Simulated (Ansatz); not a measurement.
# SiH4SO: small, medium and large basis sets

Aim: see how fast density functionals converge with the basis set for SiH4SO.

Program: Ansatz 0.2.0, Gaussian basis. Level of theory: one geometry, several basis sets. These are calculated values, not measurements.

The runs, in order: PBE0-D4/def2-SVP; ωB97M-V/def2-SVP; PBE0-D4/def2-QZVPP; ωB97M-V/def2-QZVPP; the functionals' def2-TZVPP values are taken from earlier runs.

### Step 1. The geometry

The geometry comes from an earlier relaxation with PBE0-D4/def2-TZVP; it is a stationary point, not always the lowest conformer.

SMILES `O[SiH2]S`, 7 atoms, charge 0, spin multiplicity 1.

Atoms are counted from 1 here; the program's logs count them from 0.

Bond lengths: O1–Si2 1.642 Å, O1–H4 0.959 Å, Si2–S3 2.133 Å, Si2–H5 1.484 Å, Si2–H6 1.478 Å, S3–H7 1.344 Å. Angles: Si2–O1–H4 117.2°, O1–Si2–S3 113.5°, O1–Si2–H5 112.6°, O1–Si2–H6 104.5°, S3–Si2–H5 103.0°, S3–Si2–H6 111.7°, H5–Si2–H6 111.9°, Si2–S3–H7 94.6°.

### Step 2. PBE0-D4 in def2-SVP

in.yaml reads:

```yaml
crystal:
  periodic: [false, false, false]
  atoms:
    - {symbol: O, position_ang: [-1.434573, -0.381955, 0.184855]}
    - {symbol: Si, position_ang: [-0.047545, 0.496498, 0.172960]}
    - {symbol: S, position_ang: [1.565255, -0.475672, -0.828761]}
    - {symbol: H, position_ang: [-1.745321, -0.722394, -0.656092]}
    - {symbol: H, position_ang: [-0.184935, 1.770495, -0.576251]}
    - {symbol: H, position_ang: [0.257218, 0.727894, 1.600361]}
    - {symbol: H, position_ang: [1.651104, -1.482966, 0.057228]}
basis:
  gaussian: {orbitals: def2-SVP}
hamiltonian: {xc: pbe0, dispersion: d4}
output: {orbitals: {seedname: orbitals}}
```

The run is started by

```console
$ ansatz run in.yaml --threads 2 --pin off --events-out ev --progress --plain --max-ram 4352MiB
```

Further steps of the session: ωB97M-V in def2-SVP; PBE0-D4 in def2-QZVPP; ωB97M-V in def2-QZVPP.

**Question.** What will the summary of the whole plan be? Wanted: PBE0-D4: double and triple zeta above quadruple; ωB97M-V: double and triple zeta above quadruple.

The runs gave:

| quantity | value |
| --- | --- |
| PBE0-D4: double and triple zeta above quadruple | 10.15, 0.74 eV |
| ωB97M-V: double and triple zeta above quadruple | 10.17, 0.70 eV |

**Reading.** PBE0-D4 gains 9.41 eV from double to triple zeta, then 0.74 eV more. Total energies overstate the basis error of differences, where much of it tends to cancel. The LUMO of ωB97M-V is positive and keeps falling with the basis (2.76 to 1.38 eV): an unbound level that the basis holds in place.
